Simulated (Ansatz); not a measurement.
Process, species as SMILES: CS (CH3-SH) → CH4S+ (doublet, bonded as SC) + e-
B3LYP-D3(BJ)/def2-TZVP geometries, fixed; electronic energies without zero-point terms.

Effect of a fitting basis named in the input at PBE0/def2-TZVPP with Ansatz (a first-principles code), against the last row, where the adiabatic ionisation energy is 9.26 eV. Open shells are unrestricted. The default fits or decomposes integrals by the program's own choice; accuracy: high also tightens integrals, grids and stops.

| setting | largest shift of a total energy (mEh) | shift of the adiabatic ionisation energy (eV) |
|---|---|---|
| fitting: def2-SV(P)-JKFIT | -0.041 | 0.000 |
| fitting: def2-universal-JKFIT | -0.041 | 0.000 |
| fitting: cc-pVTZ-JKFIT | -0.013 | 0.000 |
| fitting: cc-pVQZ-JKFIT | 0.001 | 0.000 |
| fitting: cc-pV5Z-JKFIT | 0.001 | 0.000 |
| accuracy: high | -0.003 | 0.000 |
| accuracy: medium (default) | 0.000 | 0.000 |

Within 0.002 eV in the adiabatic ionisation energy: fitting: def2-SV(P)-JKFIT; fitting: def2-universal-JKFIT; fitting: cc-pVTZ-JKFIT; fitting: cc-pVQZ-JKFIT; fitting: cc-pV5Z-JKFIT; accuracy: high. The largest shift is 0.041 mEh in a total energy and 0.000 eV in the difference.
